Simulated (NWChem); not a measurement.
All runs are NWChem calculations. System: CS, charge 0, spin multiplicity 1, at a geometry optimised with B3LYP/def2-SVP. The structure started from a generated list of species. Level: RHF/def2-TZVP.

The NWChem input:

```
start mol
memory heap 200 mb stack 900 mb global 1100 mb
geometry units angstroms nocenter noautoz
  C      0.000000     0.000000     1.119212
  S      0.000000     0.000000    -0.419705
  symmetry group C2v
end
basis spherical
  * library def2-tzvp
end
scf
  rhf
  nopen 0
  maxiter 100
  thresh 1e-7
  semidirect memsize 60000000 filesize 0
end
task scf energy
```

Output (cleaned and shortened):

```
             Northwest Computational Chemistry Package (NWChem) 7.3.0
             --------------------------------------------------------

                                NWChem Input Module
                                -------------------

 Scaling coordinates for geometry "geometry" by  1.889725989
 (inverse scale =  0.529177249)

 Turning off AUTOSYM since
 SYMMETRY directive was detected!

                             Geometry "geometry" -> ""
                             -------------------------

 Output coordinates in angstroms (scale by  1.889725989 to convert to a.u.)

  No.       Tag          Charge          X              Y              Z
 ---- ---------------- ---------- -------------- -------------- --------------
    1 C                    6.0000     0.00000000     0.00000000     1.11921200
    2 S                   16.0000     0.00000000     0.00000000    -0.41970500

 Effective nuclear repulsion energy (a.u.)      33.0108874643

            Nuclear Dipole moment (a.u.)
            ----------------------------
        X                 Y               Z
 ---------------- ---------------- ----------------
     0.0000000000     0.0000000000    -0.0000151178

      Symmetry information
      --------------------

 Group name             C2v
 Group number             16
 Group order               4
 No. of unique centers     2

      Symmetry unique atoms

     1    2


 Summary of "ao basis" -> "" (spherical)
 ------------------------------------------------------------------------------
       Tag                 Description            Shells   Functions and Types
 ---------------- ------------------------------  ------  ---------------------
 *                         def2-tzvp                  on all atoms

 Summary of "ao basis" -> "ao basis" (spherical)
 ------------------------------------------------------------------------------
       Tag                 Description            Shells   Functions and Types
 ---------------- ------------------------------  ------  ---------------------
 C                         def2-tzvp                11       31   5s3p2d1f
 S                         def2-tzvp                13       37   5s5p2d1f

                                 NWChem SCF Module
                                 -----------------

  ao basis        = "ao basis"
  functions       =    68
  atoms           =     2
  closed shells   =    11
  open shells     =     0
  charge          =   0.00
  wavefunction    = RHF
  use symmetry    = T
  symmetry adapt  = T

 Summary of "ao basis" -> "ao basis" (spherical)
 ------------------------------------------------------------------------------
       Tag                 Description            Shells   Functions and Types
 ---------------- ------------------------------  ------  ---------------------
 C                         def2-tzvp                11       31   5s3p2d1f
 S                         def2-tzvp                13       37   5s5p2d1f

      Symmetry analysis of basis
      --------------------------

        a1         30
        a2          6
        b1         16
        b2         16

 Forming initial guess at       0.1s

      Superposition of Atomic Density Guess
      -------------------------------------

 Sum of atomic energies:        -435.15082954

      Non-variational initial energy
      ------------------------------

 Total energy =    -435.459022
 1-e energy   =    -665.244242
 2-e energy   =     196.774332
 HOMO         =      -0.305084
 LUMO         =      -0.036311
[...]
              iter       energy          gnorm     gmax       time
             ----- ------------------- --------- --------- --------
                 1     -435.3324142043  4.02D-01  1.54D-01      0.7
                 2     -435.3451743306  1.75D-01  6.48D-02      0.7
                 3     -435.3490509733  7.10D-03  2.76D-03      0.7
                 4     -435.3490598552  3.30D-05  1.30D-05      0.8
                 5     -435.3490598553  2.09D-09  5.43D-10      0.9

       Final RHF  results
       ------------------

         Total SCF energy =   -435.349059855341
      One-electron energy =   -665.499990564906
      Two-electron energy =    197.140043245217
 Nuclear repulsion energy =     33.010887464347

        Time for solution =      0.2s

       Symmetry analysis of molecular orbitals - final
       -----------------------------------------------

  Numbering of irreducible representations:

     1 a1          2 a2          3 b1          4 b2

  Orbital symmetries:

     1 a1          2 a1          3 a1          4 a1          5 b2
     6 b1          7 a1          8 a1          9 a1         10 b2
    11 b1         12 b1         13 b2         14 a1         15 a1
    16 a1         17 b1         18 b2         19 b2         20 b1
    21 a1

             Final eigenvalues
             -----------------

              1
    1  -91.9991
    2  -11.3557
    3   -9.0076
    4   -6.6879
    5   -6.6869
    6   -6.6869
    7   -1.0990
    8   -0.6926
    9   -0.4705
   10   -0.4619
   11   -0.4619
   12    0.0568
   13    0.0568
   14    0.2060
   15    0.2251
   16    0.3259
   17    0.3373
   18    0.3373
   19    0.4552
   20    0.4552
   21    0.4795

                       ROHF Final Molecular Orbital Analysis
                       -------------------------------------

 Vector    9  Occ=2.000000D+00  E=-4.704587D-01  Symmetry=a1
              MO Center= -1.2D-15,  1.7D-15,  1.0D+00, r^2= 1.8D+00
   Bfn.  Coefficient  Atom+Function         Bfn.  Coefficient  Atom+Function
  ----- ------------  ---------------      ----- ------------  ---------------
     8      0.349901  1 C  pz                 5      0.311329  1 C  s
    48     -0.306399  2 S  pz                 4      0.291057  1 C  s
    11      0.273636  1 C  pz                 3      0.173532  1 C  s
    51     -0.170246  2 S  pz

 Vector   10  Occ=2.000000D+00  E=-4.619249D-01  Symmetry=b2
              MO Center= -5.4D-32, -3.2D-16,  3.2D-02, r^2= 1.6D+00
   Bfn.  Coefficient  Atom+Function         Bfn.  Coefficient  Atom+Function
  ----- ------------  ---------------      ----- ------------  ---------------
    47      0.449881  2 S  py                50      0.261010  2 S  py
    44      0.199821  2 S  py                 7      0.191408  1 C  py
    10      0.188126  1 C  py                38     -0.161690  2 S  py

 Vector   11  Occ=2.000000D+00  E=-4.619249D-01  Symmetry=b1
              MO Center=  1.2D-16,  9.8D-32,  3.2D-02, r^2= 1.6D+00
   Bfn.  Coefficient  Atom+Function         Bfn.  Coefficient  Atom+Function
  ----- ------------  ---------------      ----- ------------  ---------------
    46      0.449881  2 S  px                49      0.261010  2 S  px
    43      0.199821  2 S  px                 6      0.191408  1 C  px
     9      0.188126  1 C  px                37     -0.161690  2 S  px

 Vector   12  Occ=0.000000D+00  E= 5.677106D-02  Symmetry=b1
              MO Center=  8.1D-16, -1.5D-32,  4.8D-01, r^2= 2.7D+00
   Bfn.  Coefficient  Atom+Function         Bfn.  Coefficient  Atom+Function
  ----- ------------  ---------------      ----- ------------  ---------------
    12      0.608259  1 C  px                49     -0.587497  2 S  px
     6      0.312154  1 C  px                 9      0.291021  1 C  px
    46     -0.230588  2 S  px

 Vector   13  Occ=0.000000D+00  E= 5.677106D-02  Symmetry=b2
              MO Center= -1.1D-31, -2.3D-16,  4.8D-01, r^2= 2.7D+00
   Bfn.  Coefficient  Atom+Function         Bfn.  Coefficient  Atom+Function
  ----- ------------  ---------------      ----- ------------  ---------------
    13      0.608259  1 C  py                50     -0.587497  2 S  py
     7      0.312154  1 C  py                10      0.291021  1 C  py
    47     -0.230588  2 S  py

 Vector   14  Occ=0.000000D+00  E= 2.059544D-01  Symmetry=a1
              MO Center=  1.6D-17,  3.0D-19, -1.0D+00, r^2= 5.3D+00
   Bfn.  Coefficient  Atom+Function         Bfn.  Coefficient  Atom+Function
  ----- ------------  ---------------      ----- ------------  ---------------
    36      4.225401  2 S  s                  5     -3.105415  1 C  s
    51      2.520810  2 S  pz                14      1.941973  1 C  pz
     4     -1.403764  1 C  s                 11      1.014171  1 C  pz
    48      0.623067  2 S  pz                59      0.505482  2 S  d  0
    22     -0.396877  1 C  d  0              34     -0.195956  2 S  s

 center of mass
 --------------
 x =   0.00000000 y =   0.00000000 z =   0.00050309

 moments of inertia (a.u.)
 ------------------
          73.790959332416           0.000000000000           0.000000000000
           0.000000000000          73.790959332416           0.000000000000
           0.000000000000           0.000000000000           0.000000000000

  Mulliken analysis of the total density
  --------------------------------------

    Atom       Charge   Shell Charges
 -----------   ------   -------------------------------------------------------
    1 C    6     6.07   0.86  1.11  0.64  0.88  0.34  0.88  0.98  0.29  0.02  0.08  0.00
    2 S   16    15.93   2.01  0.49  1.48  1.07  0.75  4.18  1.69  0.89  2.27  1.00  0.04  0.06  0.01

       Multipole analysis of the density wrt the origin
       ------------------------------------------------

     L   x y z        total         open         nuclear
     -   - - -        -----         ----         -------
     0   0 0 0     -0.000000      0.000000     22.000000

     1   1 0 0      0.000000      0.000000      0.000000
     1   0 1 0     -0.000000      0.000000      0.000000
     1   0 0 1     -0.619821      0.000000     -0.000015

     2   2 0 0    -13.829714      0.000000      0.000000
     2   1 1 0      0.000000      0.000000      0.000000
     2   1 0 1      0.000000      0.000000      0.000000
     2   0 2 0    -13.829714      0.000000      0.000000
     2   0 1 1     -0.000000      0.000000      0.000000
     2   0 0 2    -15.187635      0.000000     36.904270

 Task  times  cpu:        0.9s     wall:        0.9s

 Total times  cpu:        0.9s     wall:        0.9s
```
